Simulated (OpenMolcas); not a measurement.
## SiH2 (SMILES [H][Si][H]): the energy, rung by rung

The species is SiH2 (3 atoms), meant as a singlet with charge 0. As SMILES, `[H][Si][H]`. Geometry: relaxed at GFN2-xTB.

| atom | x (Å) | y (Å) | z (Å) |
| --- | --- | --- | --- |
| Si | 0.0052 | -0.0082 | -0.6557 |
| H | 1.1102 | -0.0200 | 0.3374 |
| H | -1.1155 | 0.0282 | 0.3183 |

Each level gives the energy change with the Si1–H3 bond stretched from 1.485 to 2.599 Å (eV). The values are calculated.

```
                                           level                   kind     program  value (eV)  less FCI/6-31G*  CPU time (all runs)
    HF/6-31G* (spherical functions) (restricted)           Hartree–Fock  OpenMolcas        2.94            +0.85                3.1 s
 SVWN5/6-31G* (spherical functions) (restricted)                    LDA  OpenMolcas        2.25            +0.16                  6 s
   PBE/6-31G* (spherical functions) (restricted)                    GGA  OpenMolcas        2.23            +0.14                7.1 s
B2PLYP/6-31G* (spherical functions) (restricted)          double hybrid  OpenMolcas        2.50            +0.41                6.4 s
   MP2/6-31G* (spherical functions) (restricted)    perturbation theory  OpenMolcas        2.64            +0.55                3.2 s
        CASSCF(2,2)/6-31G* (spherical functions)         multireference  OpenMolcas        2.93            +0.84                3.3 s
  ACPF/6-31G* (spherical functions) (restricted)  coupled cluster or CI  OpenMolcas        2.04            -0.05                3.5 s
                FCI/6-31G* (spherical functions)     exact in the basis  OpenMolcas        2.09             0.00                 19 s
```

FCI/6-31G* (spherical functions) is exact within its basis and frozen core, so for wave-function methods in that basis the difference is their error; functionals converge differently with the basis, so for them it is only a difference. Spin-restricted single references rise too steeply as a bond breaks, Hartree–Fock most of all. The first shape isn't each level's own minimum. The values span 2.04 to 2.94 eV. CPU times are rough (shared hosts, several kinds of processor): they show what a rung costs within a factor of a few.
